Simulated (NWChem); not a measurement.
Program: NWChem. System: dichloromethane (CH₂Cl₂), charge 0, spin multiplicity 1, at a geometry optimised with PBE0/def2-SVP. Level: MP2/def2-SVP, 11 core orbitals frozen.

The NWChem input:

```
start mol
memory heap 200 mb stack 900 mb global 1100 mb
geometry units angstroms nocenter noautoz
  Cl     1.477608     0.000000     0.214511
  C      0.000000     0.000000    -0.755926
  Cl    -1.477608     0.000000     0.214511
  H      0.000000     0.901498    -1.378902
  H      0.000000    -0.901498    -1.378902
  symmetry group C2v
end
basis spherical
  * library def2-svp
end
scf
  rhf
  nopen 0
  maxiter 100
  thresh 1e-7
  semidirect memsize 60000000 filesize 0
end
mp2
  freeze core 11
end
task mp2 energy
```

Part of the output:

```
             Northwest Computational Chemistry Package (NWChem) 7.3.0
             --------------------------------------------------------

                                NWChem Input Module
                                -------------------

 Scaling coordinates for geometry "geometry" by  1.889725989
 (inverse scale =  0.529177249)

 Turning off AUTOSYM since
 SYMMETRY directive was detected!

                             Geometry "geometry" -> ""
                             -------------------------

 Output coordinates in angstroms (scale by  1.889725989 to convert to a.u.)

  No.       Tag          Charge          X              Y              Z
 ---- ---------------- ---------- -------------- -------------- --------------
    1 Cl                  17.0000     1.47760800     0.00000000     0.21451100
    2 C                    6.0000     0.00000000     0.00000000    -0.75592600
    3 Cl                  17.0000    -1.47760800     0.00000000     0.21451100
    4 H                    1.0000     0.00000000     0.90149800    -1.37890200
    5 H                    1.0000     0.00000000    -0.90149800    -1.37890200

 Effective nuclear repulsion energy (a.u.)     134.1996744793

            Nuclear Dipole moment (a.u.)
            ----------------------------
        X                 Y               Z
 ---------------- ---------------- ----------------
     0.0000000000     0.0000000000     0.0000264562

      Symmetry information
      --------------------

 Group name             C2v
 Group number             16
 Group order               4
 No. of unique centers     3

      Symmetry unique atoms

     1    2    4


 Summary of "ao basis" -> "" (spherical)
 ------------------------------------------------------------------------------
       Tag                 Description            Shells   Functions and Types
 ---------------- ------------------------------  ------  ---------------------
 *                          def2-svp                  on all atoms

 Summary of "ao basis" -> "ao basis" (spherical)
 ------------------------------------------------------------------------------
[...]
     1   1 0 0      0.000000      0.000000      0.000000
     1   0 1 0     -0.000000      0.000000      0.000000
     1   0 0 1     -0.751414      0.000000      0.000026

     2   2 0 0    -25.423771      0.000000    265.091044
     2   1 1 0     -0.000000      0.000000      0.000000
     2   1 0 1     -0.000000      0.000000      0.000000
     2   0 2 0    -23.028419      0.000000      5.804398
     2   0 1 1     -0.000000      0.000000      0.000000
     2   0 0 2    -21.909839      0.000000     31.410350

                   NWChem MP2 Semi-direct Energy/Gradient Module
                   ---------------------------------------------

  Basis functions       =     60
  Molecular orbitals    =     60
  Frozen core           =     11
  Frozen virtuals       =      0
  Active alpha occupied =     10
  Active beta occupied  =     10
  Active alpha virtual  =     39
  Active beta virtual   =     39
  Use MO symmetry       = T
  Use skeleton AO sym   = T

  AO/Fock/Back tols     =   1.0D-09  1.0D-09  1.0D-09

 GA uses MA = F    GA memory limited = T

 Available:
  local mem=  1.26D+08
 global mem=  1.44D+08
 local disk=  0.00D+00
  mp2_memr nvloc                    39
  nvloc new                    39
   1 passes of  10:        3145728                      17289                   2389051.
   1 passes of  10: M    126153856           G      144172000           F     123008128.

 Semi-direct pass number   1 of   1  for RHF alpha+beta  at        0.4s
  vrange nnbf                  1797
  mp2_eaftype                    10  avail_ma_in_mb                  1099
 EAF : mp2_eaftype filesize          10    1194525.
  mp2_eaf for mointskh                     10
Node 0 wrote      5.6 Mb in      0.0 s     Agg I/O rate:  1676.3 Mb/s
 Done moints_semi at        0.9s
  mp2_eaftype                    10  avail_ma_in_mb                  1089
 EAF : mp2_eaftype filesize          10    1194525.
  mp2_eaf for kh                    10
 Done maket at        1.0s
 Done multipass loop at        1.0s

          -------------------------------------------
          SCF energy                -957.696520214066
          Correlation energy          -0.411385914093
          Singlet pairs               -0.255210284654
          Triplet pairs               -0.156175629440
          Total MP2 energy          -958.107906128159
          -------------------------------------------

          ---------------------------------------------------
                    Spin Component Scaled (SCS) MP2
          Same spin pairs                     -0.104117086293
          Same spin scaling factor             0.333333333333
          Opposite spin pairs                 -0.307268827800
          Opposite spin scaling fact.          1.200000000000
          SCS-MP2 correlation energy          -0.403428288791
          Total SCS-MP2 energy              -958.099948502858
          ---------------------------------------------------

 -----------------------
 Performance information
 -----------------------

 Timer overhead =  1.71D-07 seconds/call

               Nr. of calls         CPU time (s)                 Wall time (s)                GFlops
             ---------------    -------------------     ------------------------------   -------------------
Name         Min   Avg   Max    Min     Avg     Max     Min     Avg     Max   Mx/calls   Min     Max     Sum
mp2: moin     1     1     1   0.51    0.51    0.51     0.51    0.51    0.51    0.51      0.0     0.0     0.0
mp2: make     1     1     1   3.33E-2 3.33E-2 3.33E-2  3.33E-2 3.33E-2 3.33E-2 3.33E-2   0.0     0.0     0.0
mp2: tota     1     1     1   0.56    0.56    0.56     0.56    0.56    0.56    0.56      0.0     0.0     0.0

 The average no. of pstat calls per process was 3.00D+00
 with a timing overhead of 5.14D-07s

 Task  times  cpu:        1.0s     wall:        1.0s

 Total times  cpu:        1.0s     wall:        1.0s
```
